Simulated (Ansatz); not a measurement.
# AlBH4: how energies converge with the basis set

Aim: see how fast density functionals and correlated methods converge with the basis set for AlBH4.

The runs use Ansatz 0.2.0, Gaussian basis; one geometry, several basis sets.

Plan: PBE0-D4/def2-SVP; ωB97M-V/def2-SVP; PBE0-D4/def2-QZVPP; ωB97M-V/def2-QZVPP; CCSD(T)/cc-pV(D+d)Z; CCSD(T)/cc-pV(T+d)Z; CCSD(T)/cc-pV(Q+d)Z; the functionals' def2-TZVPP values are taken from earlier runs.

1 further run of the same task is left out (it didn't finish).

## (1) Structure used throughout

The geometry comes from an earlier relaxation with PBE0-D4 in a triple-zeta def2 set; it is a stationary point.

SMILES `[BH2][AlH2]`, 6 atoms, charge 0, spin multiplicity 1.

Atoms are counted from 1 here; the program's logs count them from 0.

Bond lengths: B1–Al2 2.115 Å, B1–H3 1.201 Å, B1–H4 1.201 Å, Al2–H5 1.594 Å, Al2–H6 1.594 Å. Angles: Al2–B1–H3 122.9°, Al2–B1–H4 122.9°, H3–B1–H4 114.2°, B1–Al2–H5 121.0°, B1–Al2–H6 121.0°, H5–Al2–H6 118.0°.

## (2) PBE0-D4 in def2-SVP

in.yaml reads:

```yaml
crystal:
  periodic: [false, false, false]
  atoms:
    - {symbol: B, position_ang: [-0.020302, -1.123373, 0.033417]}
    - {symbol: Al, position_ang: [0.031490, 0.989427, -0.044656]}
    - {symbol: H, position_ang: [-0.974295, -1.765091, -0.312050]}
    - {symbol: H, position_ang: [0.901828, -1.783729, 0.426988]}
    - {symbol: H, position_ang: [0.549343, 1.750140, -1.345877]}
    - {symbol: H, position_ang: [-0.446065, 1.868524, 1.195978]}
basis:
  gaussian: {orbitals: def2-SVP}
hamiltonian: {xc: pbe0, dispersion: d4}
output: {orbitals: {seedname: orbitals}}
```

Command:

```bash
ansatz run in.yaml --threads 2 --pin off --events-out ev --progress --plain --max-ram 4352MiB
```

The runs that follow: ωB97M-V in def2-SVP; PBE0-D4 in def2-QZVPP; ωB97M-V in def2-QZVPP; CCSD(T) in cc-pV(D+d)Z; CCSD(T) in cc-pV(T+d)Z; CCSD(T) in cc-pV(Q+d)Z.

Q: Predict the results of all the runs planned. Wanted: MP2 correlation recovered, cc-pV(D+d)Z; MP2 correlation recovered, cc-pV(T+d)Z; MP2 correlation recovered, cc-pV(Q+d)Z; CCSD(T) limit from def2 sets; PBE0-D4: double and triple zeta above quadruple; ωB97M-V: double and triple zeta above quadruple.

The runs gave:

```
                                                                 quantity          value
                                   MP2 correlation recovered, cc-pV(D+d)Z         73.3 %
                                   MP2 correlation recovered, cc-pV(T+d)Z         89.8 %
                                   MP2 correlation recovered, cc-pV(Q+d)Z         95.8 %
CCSD(T) limit from def2 sets (earlier runs) less the limit of this series        -20 meV
                          PBE0-D4: double and triple zeta above quadruple  3.36, 0.25 eV
                          ωB97M-V: double and triple zeta above quadruple  3.46, 0.25 eV
```

PBE0-D4 gains 3.11 eV from double to triple zeta, then 0.25 eV more. In cc-pV(D+d)Z MP2 holds 73 % of its limit, in cc-pV(Q+d)Z 96 %, while Hartree-Fock is within 0.035 eV in the largest set. A limit from the def2 sets, made apart, differs by 20 meV, a least measure of the doubt on such a limit. Total energies overstate the basis error of differences, where much of it tends to cancel.
